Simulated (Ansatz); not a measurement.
Write a Python script for Ansatz's Python interface that makes a rigid torsion scan of C₃H₃FS, SMILES CC(F)=C=S. Settings (for the species named): PBE0, 6-31G* basis, multiplicity 1.

```yaml
atoms:
  - { symbol: C, position_ang: [0.0122, -0.7780, 0.7413] }
  - { symbol: C, position_ang: [0.1747, -0.0241, -0.5632] }
  - { symbol: F, position_ang: [0.6816, -0.7193, -1.6034] }
  - { symbol: C, position_ang: [-0.0428, 1.2400, -0.7673] }
  - { symbol: S, position_ang: [-0.5296, 2.9533, -1.0420] }
  - { symbol: H, position_ang: [0.5354, -0.2440, 1.5325] }
  - { symbol: H, position_ang: [0.3180, -1.7715, 0.6497] }
  - { symbol: H, position_ang: [-1.0574, -0.7135, 0.9966] }
```

Script `torsion_c3h3fs.py`:
```python
'''Energy of C3H3FS as one group turns about a bond.'''

import warnings

import ansatz as az
from ase import Atoms

BASIS_SET = '6-31G*'
XC = 'pbe0'
FORCE_TOL = 0.02
METHOD = 'mp2'

warnings.simplefilter('ignore', az.DeckWarning)

atoms = Atoms(['C', 'C', 'F', 'C', 'S', 'H', 'H', 'H'], positions=[
    (0.0122, -0.778, 0.7413),
    (0.1747, -0.0241, -0.5632),
    (0.6816, -0.7193, -1.6034),
    (-0.0428, 1.24, -0.7673),
    (-0.5296, 2.9533, -1.042),
    (0.5354, -0.244, 1.5325),
    (0.318, -1.7715, 0.6497),
    (-1.0574, -0.7135, 0.9966),
])

# relax first, so that the scan starts from a minimum
first = (
    az.Crystal.molecule_from_ase(atoms).calculation()
    .basis(gaussian=BASIS_SET)
    .functional(XC)
    .relax(force_tolerance=FORCE_TOL, max_steps=80)
)
atoms.positions = first.run(threads=1, backend='cpu').report['positions_ang']

start = atoms.get_dihedral(5, 0, 1, 2)
energies = {}
for turn in range(0, 360, 30):
    turned = atoms.copy()
    turned.set_dihedral(5, 0, 1, 2, start + turn, indices=[1, 2, 3, 4])
    base = az.Crystal.molecule_from_ase(turned).calculation()
    base = base.basis(gaussian=BASIS_SET).correlation(METHOD)
    energies[round((start + turn) % 360)] = base.run(threads=1, backend='cpu').report['free_energy_ev']
floor = min(energies.values())
print('dihedral H5-C0-C1-F2 (deg)   E - E(min) (kcal/mol)')
for angle, e in sorted(energies.items()):
    print(f'{angle:8d} {23.060548 * (e - floor):14.3f}  ' + '#' * int(30 * (e - floor) / max(max(energies.values()) - floor, 1e-9)))
```

```console
$ python torsion_c3h3fs.py
dihedral H5-C0-C1-F2 (deg)   E - E(min) (kcal/mol)
      30          1.187  ##############
      60          0.019
      90          1.103  #############
     120          2.307  #############################
     150          1.136  ##############
     180          0.000
     210          1.113  ##############
     240          2.306  #############################
     270          1.124  ##############
     300          0.018
     330          1.165  ##############
     360          2.380  ##############################
```

Caveats:
- The scan is rigid and the energies are electronic, in a modest basis. With rigid groups the curve can differ much from the relaxed path, the start wasn't checked as a minimum of this torsion, and equivalent turns needn't return to the same energy.
- The start is relaxed with a density functional and scanned with the wavefunction method, so it isn't exactly that method's minimum.
- The whole script took 56 s on 1 thread of Arm Neoverse V2 (shared host), peak memory 0.24 GiB.

(Lines on the test bed's own set-up are left out of the output.)
